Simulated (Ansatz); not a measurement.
Diamond-structure Ge, treated with PBE0 (plane waves, PAW; Ansatz, an electronic-structure program).

Run with plane-wave cutoff 520 eV, 8×8×8 k mesh, finite displacements, scalar-relativistic PAW data made under PBE.

Computed at the level's own relaxed cell.

Harmonic phonon frequencies (cm⁻¹; i marks an imaginary mode):

| q point | frequencies |
|---|---|
| Γ | (withheld) |
| X | (withheld) |
| L | 65 65 225 242 290 290 |

Problem. Fill in the missing entries.

Solution. 
- Γ, frequencies: 0 0 0 305 305 305
- X, frequencies: 84 84 242 242 273 273

Measured, for comparison: zone-centre TO phonon frequency 304 cm⁻¹ (low temperature, zero-point motion not removed; as tabulated in Tanner et al. (2021), arXiv:2110.11888). Computed (rounded) less measured: zone-centre TO phonon frequency +0.3 %.

No imaginary mode appears at these points.
